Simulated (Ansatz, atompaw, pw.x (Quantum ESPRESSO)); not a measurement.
# What a changed setting does to a pw.x run (bcc Mg)

Potential: PAW, atompaw 4.2.0.5, PBEsol; core [Ne], reference 3s1.5 3p0.5; waves: 3s (bound); 3s channel at 3.9 Ry; 3p (bound); 3p channel at 0.85 Ry; local part: troulliermartins scheme with l = 2 at 1 Ry, radius 2.35 bohr; core correction: smooth core density matched at 2.25 bohr; augmentation: sinc compensation charge, radius 2.30 bohr; PAW radius 2.70 bohr; waves and projectors: bloechl.

The reference run (k-mesh 13³, cutoffs 40/400 Ry, Fermi–Dirac 0.01 Ry, mixing_beta 0.4, conv_thr 1e-9, no spin) gives 0.36 GPa at 22.446 Å³/atom, where all-electron LAPW gives 0.16 GPa. This run, with its own iteration cap, changes ecutrho/ecutwfc to 3.

```
&control
  calculation='scf', prefix='x', pseudo_dir='./', outdir='./tmp', tstress=.true., disk_io='none'
/
&system
  ibrav=0, nat=1, ntyp=1, ecutwfc=40, ecutrho=120, nbnd=8,
  occupations='smearing', smearing='fd', degauss=0.01
/
&electrons
  conv_thr=1e-09, mixing_beta=0.4, electron_maxstep=60
/
ATOMIC_SPECIES
Mg 1.0 Mg.UPF
CELL_PARAMETERS angstrom
  -1.77702276 1.77702276 1.77702276
  1.77702276 -1.77702276 1.77702276
  1.77702276 1.77702276 -1.77702276
ATOMIC_POSITIONS crystal
Mg 0.0000 0.0000 0.0000
K_POINTS automatic
13 13 13 0 0 0
```

```bash
pw.x < Mg.scf.in > Mg.scf.out
```

How does the run end?

It converges in 19 iterations; the free energy moves by +0.0 meV/atom and the pressure by +0.00 GPa. Below 4 the density is truncated and F is no longer variational, so a small shift in one case is no licence.

```
Message from routine set_cutoff:
     ecutrho < 4*ecutwfc, are you sure?
     Message from routine setup:
     using ibrav=0 with symmetry is DISCOURAGED, use correct ibrav instead
     lattice parameter (alat)  =       5.8164  a.u.
     unit-cell volume          =     151.4731 (a.u.)^3
     number of electrons       =         2.00
     number of Kohn-Sham states=            8
     kinetic-energy cutoff     =      40.0000  Ry
     charge density cutoff     =     120.0000  Ry
     scf convergence threshold =      1.0E-09
     Exchange-correlation= SLA PW PSX PSC
     number of k points=    84  Fermi-Dirac smearing, width (Ry)=  0.0100
     iteration #  1     ecut=    40.00 Ry     beta= 0.40
     total energy              =     -32.72590047 Ry
     estimated scf accuracy    <       0.00293182 Ry
     iteration #  2     ecut=    40.00 Ry     beta= 0.40
     negative rho (up, down):  3.757E-04 0.000E+00
     total energy              =     -32.72576301 Ry
     estimated scf accuracy    <       0.00100515 Ry
     iteration #  3     ecut=    40.00 Ry     beta= 0.40
     c_bands:  3 eigenvalues not converged
     negative rho (up, down):  4.959E-04 0.000E+00
     total energy              =     -32.72581670 Ry
     estimated scf accuracy    <       0.00000049 Ry
     iteration #  4     ecut=    40.00 Ry     beta= 0.40
     c_bands:  1 eigenvalues not converged
     c_bands:  2 eigenvalues not converged
     c_bands:  2 eigenvalues not converged
     c_bands:  4 eigenvalues not converged
     c_bands:  1 eigenvalues not converged
     [... 42 repeated lines left out ...]
     negative rho (up, down):  4.555E-04 0.000E+00
     total energy              =     -32.72627508 Ry
     estimated scf accuracy    <       0.00000242 Ry
     iteration #  5     ecut=    40.00 Ry     beta= 0.40
     [... 10 repeated lines left out ...]
     negative rho (up, down):  4.066E-04 0.000E+00
     total energy              =     -32.72629553 Ry
     estimated scf accuracy    <       0.00000327 Ry
     iteration #  6     ecut=    40.00 Ry     beta= 0.40
     [... 2 repeated lines left out ...]
     negative rho (up, down):  1.016E-03 0.000E+00
     total energy              =     -32.72630607 Ry
     estimated scf accuracy    <       0.00000376 Ry
     [... 7 iterations left out ...]
     iteration # 14     ecut=    40.00 Ry     beta= 0.40
     negative rho (up, down):  2.114E-03 0.000E+00
     total energy              =     -32.72631401 Ry
     estimated scf accuracy    <       0.00000010 Ry
     iteration # 15     ecut=    40.00 Ry     beta= 0.40
     negative rho (up, down):  2.086E-03 0.000E+00
     total energy              =     -32.72631398 Ry
     estimated scf accuracy    <       0.00000003 Ry
     iteration # 16     ecut=    40.00 Ry     beta= 0.40
     negative rho (up, down):  2.088E-03 0.000E+00
     total energy              =     -32.72631405 Ry
     estimated scf accuracy    <       0.00000002 Ry
     iteration # 17     ecut=    40.00 Ry     beta= 0.40
     negative rho (up, down):  2.088E-03 0.000E+00
     total energy              =     -32.72631393 Ry
     estimated scf accuracy    <       0.00000002 Ry
     iteration # 18     ecut=    40.00 Ry     beta= 0.40
     negative rho (up, down):  2.053E-03 0.000E+00
     total energy              =     -32.72631376 Ry
     estimated scf accuracy    <       0.00000001 Ry
     iteration # 19     ecut=    40.00 Ry     beta= 0.40
     negative rho (up, down):  2.056E-03 0.000E+00
     the Fermi energy is     3.7751 ev
!    total energy              =     -32.72631380 Ry
     estimated scf accuracy    <          5.5E-11 Ry
     smearing contrib. (-TS)   =      -0.00214949 Ry
     The total energy is F=E-TS. E is the sum of the following terms:
     one-electron contribution =       1.45022092 Ry
     hartree contribution      =       0.00413291 Ry
     xc contribution           =      -1.02601942 Ry
     ewald contribution        =      -2.16744489 Ry
     one-center paw contrib.   =     -30.98505383 Ry
     convergence has been achieved in  19 iterations
     negative rho (up, down):  2.056E-03 0.000E+00
          total   stress  (Ry/bohr**3)                   (kbar)     P=        3.63
     Message from routine punch:
     Nothing written, as per user request (disk_io='none')
```

The run took about 7.9 s on one core of a shared host (AMD EPYC 9R45 96-Core Processor, 96 threads, 376 GiB, load 68).
